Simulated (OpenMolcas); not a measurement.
**BH3O (SMILES [H]B([H])O): methods side by side**

BH3O: 5 atoms, total charge 0, spin state singlet. SMILES: `[H]B([H])O`. The shape is that of a GFN2-xTB optimisation.

Quantity: the vertical ionisation energy (to the doublet cation), in eV. The values are calculated.

| level | kind | program | value (eV) | less FCI/STO-3G | CPU time (all runs) |
| --- | --- | --- | --- | --- | --- |
| HF/STO-3G | Hartree–Fock | OpenMolcas | 9.48 | +0.01 | 3.7 s |
| HF/STO-3G, open shells restricted | Hartree–Fock | OpenMolcas | 9.56 | +0.09 | 4.3 s |
| SVWN5/STO-3G | LDA | OpenMolcas | 9.62 | +0.15 | 9.1 s |
| PBE/STO-3G | GGA | OpenMolcas | 9.76 | +0.29 | 11 s |
| r2SCAN/STO-3G | meta-GGA | OpenMolcas | 9.95 | +0.48 | 15 s |
| M06-2X/STO-3G | hybrid meta-GGA | OpenMolcas | 10.32 | +0.85 | 15 s |
| CCSD(T)/STO-3G, open shells restricted | coupled cluster or CI | OpenMolcas | 9.51 | +0.04 | 5.2 s |
| FCI/STO-3G, open shells restricted | exact in the basis | OpenMolcas | 9.47 | 0.00 | 31 s |

FCI/STO-3G, open shells restricted is exact within its basis and frozen core, so for wave-function methods in that basis the difference is their error; functionals converge differently with the basis, so for them it is only a difference. The values span 9.47 to 10.32 eV. All rows use very small basis sets, so even the best lies far from the true value. Times are those of the runs behind each value, whatever else they computed, on shared processors of several kinds: orders of magnitude only.
